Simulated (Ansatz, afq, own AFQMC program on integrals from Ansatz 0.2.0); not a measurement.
## GeH⁺, triplet: AFQMC among the cluster methods

```xyz
2

Ge    0.0000    0.0000    0.0000
H     0.0000    0.0000    1.5886
```

Basis cc-pVQZ. Noble-gas cores (and the filled d shells of Ga–Kr and In–Xe) are frozen. AFQMC by an in-house program on the Cholesky factors that Ansatz 0.2.0 writes for its CCSD(T) run. ph-AFQMC/CISD is guided by a CISD state made of CCSD amplitudes; releasing the constraint for a short imaginary time cuts its bias at the price of noise, slowly where states lie close. Uncertainties: one standard error, sampling alone. No spin–orbit coupling.

Determinant: UHF, the one that the program's search chose, which needn't be the lowest solution. The geometry is a PBE0/def2-TZVP stationary point of this or a neighbouring charge and spin state.

No full CI on the walks' own integrals is used here; CCSDT(Q) serves as the reference and is uncertain by about the last step of the cluster series.

Cautions: no relativity below Rb; no spin-orbit coupling; inner d shell frozen; another spin lies lower (by 2.32 eV).

The T1 diagnostic is 0.0216 and the weight of the determinant in the CISD state is 0.948. The ⟨S²⟩ of the determinant is 2.024 and the size of the correlated space is 4 electrons in 84 orbitals.

```csv
level,correlation energy (eV)
MP2,-1.3463
CCSD,-1.7480
CCSD(T),-1.7926
```

Q: Estimate where AFQMC with the constraint released lies against CCSD(T) on the same integrals.

A: 0.44 ± 0.02 mEh below CCSD(T).

Reference: CCSDT(Q), correlation energy -1.806 eV. The released energy is read at 1.50 1/Eh (meV from the phaseless value at times in 1/Eh: -2.2 ± 1.2 at 0.24, -4.5 ± 2.3 at 0.50, -2.5 ± 0.8 at 1.00, -4.0 ± 0.6 at 1.50).

| level | E − E(reference) (mEh) | share of correlation (%) |
| --- | --- | --- |
| CCSD(T) | 0.47 | 99.29 |
| CCSDT | 0.02 | 99.96 |
| ph-AFQMC/CISD | 0.18 ± 0.05 | 99.72 |
| released AFQMC | 0.03 ± 0.02 | 99.95 |

A walk keeps the symmetry of its determinant, which the program's search chose and which needn't be the lowest solution, so a lower state of the same spin and another symmetry isn't excluded. Released energies are given only where the last usable release times agree within the noise; a slower fall can still hide under it.
